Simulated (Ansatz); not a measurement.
Ansatz (a quantum-chemistry and plane-wave program) input:

Ansatz 0.2 input:
```yaml
crystal:
  periodic: [false, false, false]
  atoms:
    - {symbol: C, position_ang: [1.53627673, 0.57214827, 0.32255110]}
    - {symbol: C, position_ang: [0.05198928, 0.83817034, 0.12503813]}
    - {symbol: S, position_ang: [-0.85436042, -0.66617625, -0.25128999]}
    - {symbol: H, position_ang: [-1.61383760, -0.85876183, 0.86582543]}
    - {symbol: H, position_ang: [-0.11397751, 1.50680258, -0.72768466]}
    - {symbol: H, position_ang: [2.07101338, 1.53091325, 0.40204664]}
    - {symbol: H, position_ang: [1.72829395, 0.03199031, 1.26074749]}
    - {symbol: H, position_ang: [2.06867853, -0.01403613, -0.46583059]}
basis:
  gaussian:
    orbitals: def2-TZVP
hamiltonian:
  xc: b3lyp
  dispersion: d3bj
total_charge: -1
phonons: {temperatures: {t_min: 298.15, t_max: 298.15, t_step: 100}}
```

### Question
What final total energy does it print?

### Answer
-477.43495 Eh (B3LYP-D3(BJ)/def2-TZVP). The basis has 129 functions. The run takes very roughly 2.4 core-minutes.

It need not be the lowest isomer of its formula. Whether it binds its extra electron was not tested at this geometry.
